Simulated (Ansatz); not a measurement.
A geometry relaxed with B3LYP-D3(BJ)/def2-TZVP (Ansatz, a first-principles code), charge 0, multiplicity 1:

```xyz
10

H     -1.1923     0.7405     1.0829
H     -2.0864     0.5445    -0.4494
H      1.4374     0.3868     0.9982
C      0.0251     0.2030    -0.6094
C     -1.2753     0.1570     0.1625
O      0.0724     0.5848    -1.7553
C      1.2632    -0.2545     0.1302
H      2.1267    -0.2186    -0.5298
H      1.1267    -1.2706     0.5089
H     -1.4973    -0.8719     0.4582
```

Question: Write the SMILES of this molecule.

Answer: `CC(C)=O`
